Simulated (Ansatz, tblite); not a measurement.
Spin states of the cluster Na₂O⁺, each relaxed with PBE0-D4/def2-TZVP in Ansatz. Electronic energies in the gas phase.

The xTB rows come from tblite. B3LYP takes the VWN-RPA correlation. HSE06 is defined as in plane-wave codes, on full-range PBE exchange. Correlated methods freeze 3 core orbitals; core or outer-core shells of Na are correlated, in sets that lack core-valence functions. HOMO above LUMO, or a gap near zero within one spin, warns that the state may not be the lowest or that an electron is smeared out. The structure comes from a short search, and lower isomers may exist.

Doublet geometry (D∞h within 0.1 Å):

Cartesian coordinates in Å:
```
Na -1.0476 -1.3445 1.2694
Na 1.0475 1.3445 -1.2695
O 0.0000 0.0000 0.0000
```

Quartet geometry (D∞h within 0.1 Å):

| atom | x (Å) | y (Å) | z (Å) |
| --- | --- | --- | --- |
| Na1 | 1.503 | -1.759 | 1.752 |
| Na2 | -1.503 | 1.759 | -1.752 |
| O3 | 0.000 | 0.000 | 0.000 |

⟨S²⟩: doublet 0.75 at PBE0-D4/def2-TZVP (pure 0.75), quartet 3.75 at PBE0-D4/def2-TZVP (pure 3.75).

Run but left out: HF/def2-TZVPP, MP2/def2-TZVPP, CCSD/def2-TZVPP, CCSD(T)/def2-TZVPP (flagged by the program: other roots).

Only these spin states were relaxed. The quartet has other bonds than the doublet, so the gap mixes isomer and spin.

```
             level  quartet − doublet (kJ/mol)  lowest of these
          GFN2-xTB                       536.0          doublet
      HF/def2-TZVP                       317.4          doublet
 BLYP-D4/def2-TZVP                       422.3          doublet
    B3LYP-D4/6-31G                       397.4          doublet
 PBE0-D4/def2-TZVP                       424.2          doublet
PBE-QIDH/def2-TZVP                       447.0          doublet
```

Task: Estimate the rows for GFN1-xTB, HF/6-31G, LDA (SPW92)/def2-TZVP, r2SCANh-D4/def2-TZVP, HSE06-D4/def2-TZVP, RPA@PBE/def2-TZVP.

Result: 
| level | quartet − doublet (kJ/mol) | lowest of these | remarks |
| --- | --- | --- | --- |
| GFN1-xTB | 887.7 | doublet | – |
| HF/6-31G | 297.3 | doublet | – |
| LDA (SPW92)/def2-TZVP | 481.0 | doublet | gap within one spin near zero (doublet) |
| r2SCANh-D4/def2-TZVP | 447.8 | doublet | – |
| HSE06-D4/def2-TZVP | 420.4 | doublet | – |
| RPA@PBE/def2-TZVP | 409.9 | doublet | – |

The xTB methods have no term that favours high spin, so they put low spin too low.
